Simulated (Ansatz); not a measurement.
Results of LDA in Ansatz (PAW) for A-type hexagonal La2O3.

Settings: plane-wave cutoff 500 eV, 12×12×6 k mesh (along the axes of the cell as run), gaussian smearing 0.02 eV, scalar-relativistic PAW data made under PBE.

Cell (relaxed at this level):

```
La2O3
1.0
    1.94148    -3.36275     0.00000
    1.94148     3.36275     0.00000
    0.00000     0.00000     5.95058
La O
2 3
Direct
  0.33333   0.66667   0.24398
  0.66667   0.33333   0.75602
  0.00000   0.00000   0.00000
  0.33333   0.66667   0.64661
  0.66667   0.33333   0.35339
```

Q: Give the computed band gap.

A: 
* **band gap**: 3.73 eV (on the SCF k mesh)

Spin–orbit coupling is not included.

Computed values are for the static lattice.

The result took roughly 2.9 core-minutes.

Ansatz is a program for electronic structure.
